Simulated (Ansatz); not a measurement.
Process, species as SMILES: S(F)F + 2 [H][H] (H2) → 2 F (HF) + S (H2S)
B3LYP-D3(BJ)/def2-TZVP geometries, fixed; electronic energies without zero-point terms.

Basis-set convergence of the energy of full hydrogenation at MP2 with Ansatz (a first-principles code). Cartesian d functions, on some or all atoms, in 6-31G*, 6-31+G*, 6-311G**, 6-311+G**; all else is spherical. Cores are frozen. No added dispersion term, no relativity. Functions are those of the species that has most. Reference: Hartree-Fock in aug-cc-pV(5+d)Z plus the correlation part extrapolated as X^-3 from aug-cc-pV(Q+d)Z and aug-cc-pV(5+d)Z, -73.32 kcal/mol, itself unsure by roughly 0.19 kcal/mol (a third of the extrapolation step and of the last Hartree-Fock step). Deviations are taken from unrounded values.

| basis | functions | energy of full hydrogenation (kcal/mol) |
|---|---|---|
| def2-SVP | 46 | -80.80 |
| def2-SVPD | 73 | -89.91 |
| pcseg-1 | 46 | -81.61 |
| aug-pcseg-1 | 73 | -84.19 |
| 6-31G* | 49 | -52.18 |
| 6-31+G* | 61 | -60.92 |
| cc-pV(D+d)Z | 51 | -81.89 |
| aug-cc-pV(D+d)Z | 78 | -82.25 |
| 6-311G** | 63 | -88.03 |
| 6-311+G** | 75 | -91.89 |
| pcseg-2 | 94 | -74.30 |
| aug-pcseg-2 | 142 | -73.52 |
| cc-pV(T+d)Z | 99 | -74.47 |
| aug-cc-pV(T+d)Z | 147 | -75.00 |
| def2-TZVP | 99 | -69.78 |
| def2-TZVPD | 126 | -71.96 |
| def2-TZVPP | 104 | -76.14 |
| def2-TZVPPD | 131 | -76.62 |
| cc-pV(Q+d)Z | 174 | -74.05 |
| aug-cc-pV(Q+d)Z | 249 | -74.22 |
| def2-QZVPP | 184 | -75.02 |
| def2-QZVPPD | 211 | -75.31 |
| pcseg-3 | 184 | -73.90 |
| aug-pcseg-3 | 259 | -73.59 |
| cc-pV(5+d)Z | 282 | -73.95 |
| aug-cc-pV(5+d)Z | 390 | -73.68 |

What the diffuse functions change, pair by pair:
- def2-SVP to def2-SVPD: 27 more functions, deviation -7.48 to -16.59 kcal/mol
- pcseg-1 to aug-pcseg-1: 27 more functions, deviation -8.30 to -10.87 kcal/mol
- 6-31G* to 6-31+G*: 12 more functions, deviation 21.13 to 12.40 kcal/mol
- cc-pV(D+d)Z to aug-cc-pV(D+d)Z: 27 more functions, deviation -8.57 to -8.93 kcal/mol
- 6-311G** to 6-311+G**: 12 more functions, deviation -14.71 to -18.57 kcal/mol
- pcseg-2 to aug-pcseg-2: 48 more functions, deviation -0.98 to -0.21 kcal/mol
- cc-pV(T+d)Z to aug-cc-pV(T+d)Z: 48 more functions, deviation -1.16 to -1.68 kcal/mol
- def2-TZVP to def2-TZVPD: 27 more functions, deviation 3.53 to 1.36 kcal/mol
- def2-TZVPP to def2-TZVPPD: 27 more functions, deviation -2.82 to -3.31 kcal/mol
- cc-pV(Q+d)Z to aug-cc-pV(Q+d)Z: 75 more functions, deviation -0.73 to -0.91 kcal/mol
- def2-QZVPP to def2-QZVPPD: 27 more functions, deviation -1.70 to -2.00 kcal/mol
- pcseg-3 to aug-pcseg-3: 75 more functions, deviation -0.58 to -0.27 kcal/mol
- cc-pV(5+d)Z to aug-cc-pV(5+d)Z: 108 more functions, deviation -0.63 to -0.36 kcal/mol

Leaving out the reference's own pair, they bring the value nearer the reference by more than 0.19 kcal/mol in 4 of 12 pairs.
